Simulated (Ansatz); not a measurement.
Process, species as SMILES: C (CH4) → [CH3] (CH3) + H atom
B3LYP-D3(BJ)/def2-TZVP geometries, fixed; electronic energies without zero-point terms.

Basis-set convergence of the bond dissociation energy at PBE with Ansatz (an electronic-structure program). Cartesian d functions, on some or all atoms, in 6-31G*, 6-31+G*; all else is spherical. The program fits the integrals of some runs and decomposes those of others, by size. Open shells are unrestricted. No added dispersion term, no relativity. Functions are those of the species that has most. Reference: the value in aug-pcseg-3, 110.02 kcal/mol, itself unsure by roughly 0.02 kcal/mol (its mean distance from aug-cc-pVQZ, def2-QZVPPD, pcseg-3). Deviations are taken from unrounded values.

```tsv
basis	functions	bond dissociation energy (kcal/mol)
6-31G*	23	112.20
6-31+G*	27	110.85
cc-pVDZ	34	109.97
aug-cc-pVDZ	59	108.94
def2-SVP	34	110.55
def2-SVPD	52	110.21
pcseg-1	34	110.18
aug-pcseg-1	59	109.72
6-311G**	42	110.92
6-311+G**	46	110.09
def2-TZVP	55	110.00
def2-TZVPD	73	109.94
cc-pVTZ	86	110.49
aug-cc-pVTZ	138	109.94
pcseg-2	86	110.05
aug-pcseg-2	138	110.01
def2-TZVPP	87	110.26
def2-TZVPPD	105	110.19
cc-pVQZ	175	110.28
aug-cc-pVQZ	264	110.05
def2-QZVPP	177	110.05
def2-QZVPPD	195	110.04
pcseg-3	192	110.02
aug-pcseg-3	281	110.02
```

What the diffuse functions change, pair by pair:
- 6-31G* to 6-31+G*: 4 more functions, deviation 2.18 to 0.84 kcal/mol
- cc-pVDZ to aug-cc-pVDZ: 25 more functions, deviation -0.05 to -1.08 kcal/mol
- def2-SVP to def2-SVPD: 18 more functions, deviation 0.54 to 0.20 kcal/mol
- pcseg-1 to aug-pcseg-1: 25 more functions, deviation 0.17 to -0.30 kcal/mol
- 6-311G** to 6-311+G**: 4 more functions, deviation 0.91 to 0.07 kcal/mol
- def2-TZVP to def2-TZVPD: 18 more functions, deviation -0.01 to -0.08 kcal/mol
- cc-pVTZ to aug-cc-pVTZ: 52 more functions, deviation 0.48 to -0.07 kcal/mol
- pcseg-2 to aug-pcseg-2: 52 more functions, deviation 0.03 to -0.01 kcal/mol
- def2-TZVPP to def2-TZVPPD: 18 more functions, deviation 0.24 to 0.17 kcal/mol
- cc-pVQZ to aug-cc-pVQZ: 89 more functions, deviation 0.26 to 0.04 kcal/mol
- def2-QZVPP to def2-QZVPPD: 18 more functions, deviation 0.03 to 0.03 kcal/mol
- pcseg-3 to aug-pcseg-3: 89 more functions, deviation 0.00 to 0.00 kcal/mol

Leaving out the reference's own pair, they bring the value nearer the reference by more than 0.02 kcal/mol in 7 of 11 pairs.
